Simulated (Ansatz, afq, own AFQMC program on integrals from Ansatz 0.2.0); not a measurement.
**SbH$_{2}$⁻, singlet in def2-SVPD, levels against CCSDT(Q)**

```xyz
3

Sb    0.0000   -0.0198    0.0000
H     0.0000    1.1955    1.2291
H     0.0000    1.1955   -1.2291
```

Basis def2-SVPD with its core potentials. Noble-gas cores (and the filled d shells of Ga–Kr and In–Xe) are frozen. AFQMC by an in-house program on the Cholesky factors that Ansatz 0.2.0 writes for its CCSD(T) run. The CISD trial takes its coefficients from CCSD amplitudes. Released means that phaseless walkers are propagated on without the constraint, phases kept. Free projection: walkers drawn from exp(T), propagated without any constraint. Its projection time is finite, and what remains of the start isn't in its error. ± is one standard error of the sampling. No spin–orbit coupling.

Determinant: RHF, the one that the program's search chose, which needn't be the lowest solution. The geometry is a PBE0/def2-TZVPD stationary point of this or a neighbouring charge and spin state.

No full CI on the walks' own integrals is used here; CCSDT(Q) serves as the reference and is uncertain by about the last step of the cluster series.

Cautions: no spin-orbit coupling; inner d shell frozen.

```
T1 diagnostic                               : 0.0144
weight of the determinant in the CISD state : 0.898
size of the correlated space                : 8 electrons in 39 orbitals
```

```json
{"level": "MP2", "correlation energy (eV)": "-3.1468"}
{"level": "CCSD", "correlation energy (eV)": "-3.8040"}
{"level": "CCSD(T)", "correlation energy (eV)": "-3.9173"}
```

Q: Estimate where phaseless AFQMC with the Hartree–Fock trial lies against CCSD(T) on the same integrals.

A: 3.08 ± 1.01 kcal/mol below CCSD(T).

Reference: CCSDT(Q), correlation energy -3.943 eV. The released energy is read at 2.40 1/Eh (meV from the phaseless value at times in 1/Eh: -8 ± 8 at 0.24, -5 ± 8 at 0.51, -4 ± 6 at 0.99, -11 ± 7 at 1.62, -8 ± 6 at 2.40).

| level | E − E(reference) (kcal/mol) | share of correlation (%) |
| --- | --- | --- |
| CCSD(T) | 0.59 | 99.36 |
| CCSDT | 0.15 | 99.84 |
| ph-AFQMC/HF | -2.49 ± 1.01 | 102.74 |
| ph-AFQMC/CISD | 0.22 ± 0.18 | 99.75 |
| released AFQMC | 0.05 ± 0.14 | 99.95 |
| free AFQMC | -0.15 ± 0.21 | 100.16 |

Free projections are given only where their last times agree within the noise and don't stop above the reference; a slow remainder of the start can still hide under it. A walk keeps the symmetry of its determinant, which the program's search chose and which needn't be the lowest solution, so a lower state of the same spin and another symmetry isn't excluded. Released energies are given only where the last usable release times agree within the noise; a slower fall can still hide under it.
